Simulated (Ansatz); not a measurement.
# CHF3S: a ladder of functionals and wavefunction methods

An exercise on one series of results from a longer session: the logs are not shown, and one member is left open.

Program: Ansatz 0.2.0, Gaussian basis. Level of theory: functionals in def2-TZVPP, the program's frozen cores in correlated methods. These are calculated values, not measurements.

The runs, in order: LDA (SPW92), PBE-D4, revPBE-D4, BLYP-D4, r2SCAN-D4, B97M-V, PBE0-D4, B3LYP-D4, r2SCANh-D4, r2SCAN0-D4, HSE06-D4, BHLYP-D4, CAM-B3LYP-D4, LC-ωPBE, ωB97X-V, ωB97M-V, B2PLYP, PBE-QIDH; CCSD(T)/def2-SVP; CCSD(T)/def2-TZVPP; MP2/def2-QZVPP; extrapolation to the limit; RPA on PBE.

## The geometry

The geometry comes from an earlier relaxation with PBE0-D4 in a triple-zeta def2 set; it is a stationary point.

SMILES `FC(F)(F)S`, 6 atoms, charge 0, spin multiplicity 1.

Atoms are counted from 1 here; the program's logs count them from 0.

Bond lengths: F1–C2 1.331 Å, C2–F3 1.333 Å, C2–F4 1.333 Å, C2–S5 1.805 Å, S5–H6 1.343 Å. Angles: F1–C2–F3 108.2°, F1–C2–F4 108.2°, F1–C2–S5 108.0°, F3–C2–F4 106.9°, F3–C2–S5 112.7°, F4–C2–S5 112.7°, C2–S5–H6 93.2°.

Set-up of the first run:

The input, in.yaml:

```yaml
crystal:
  periodic: [false, false, false]
  atoms:
    - {symbol: F, position_ang: [0.555720, -0.904597, 1.298349]}
    - {symbol: C, position_ang: [0.126142, -0.394895, 0.146535]}
    - {symbol: F, position_ang: [-0.982303, -1.045035, -0.208457]}
    - {symbol: F, position_ang: [1.041690, -0.649749, -0.788436]}
    - {symbol: S, position_ang: [-0.150001, 1.372131, 0.387082]}
    - {symbol: H, position_ang: [-0.549249, 1.558146, -0.881173]}
basis:
  gaussian: {orbitals: def2-TZVPP}
hamiltonian: {xc: lda}
output: {orbitals: {seedname: orbitals}}
```

Steps of the session up to this table: LDA; PBE-D4 (GGA); revPBE-D4 (GGA); BLYP-D4 (GGA); r2SCAN-D4 (meta-GGA); B97M-V (meta-GGA); PBE0-D4 (hybrid); B3LYP-D4 (hybrid); r2SCANh-D4 (hybrid); r2SCAN0-D4 (hybrid); HSE06-D4 (hybrid); BHLYP-D4 (hybrid); CAM-B3LYP-D4 (range-separated); LC-ωPBE-D4 (range-separated; the results give it without D4); ωB97X-V (range-separated); ωB97M-V (range-separated); B2PLYP (double hybrid); PBE-QIDH (double hybrid).

One table of the session follows, with a row left open; its other results are not shown here.

It belongs to the step «Frontier levels by functional». 

| functional | HOMO (eV) | gap (eV) |
| --- | --- | --- |
| LDA (SPW92) | -6.99 | 5.40 |
| PBE-D4 | -6.83 | 5.45 |
| revPBE-D4 | -6.77 | 5.48 |
| BLYP-D4 | -6.69 | 5.38 |
| r2SCAN-D4 | -7.16 | 6.02 |
| B97M-V | -7.25 | 6.12 |
| PBE0-D4 | -8.22 | 7.84 |
| B3LYP-D4 | -7.97 | 7.29 |
| r2SCANh-D4 | -7.67 | 6.90 |
| r2SCAN0-D4 | -8.43 | 8.20 |
| HSE06-D4 | -7.81 | 7.05 |
| BHLYP-D4 | -9.47 | 10.09 |
| CAM-B3LYP-D4 | ? | ? |
| LC-ωPBE | -11.08 | 13.11 |
| ωB97X-V | -10.67 | 12.56 |
| ωB97M-V | -10.49 | 12.20 |

Estimate the missing values for CAM-B3LYP-D4.

The run gave: HOMO (eV): -9.64; gap (eV): 10.36. In the column «HOMO (eV)» it lies between ωB97M-V (-10.49) and BHLYP-D4 (-9.47).
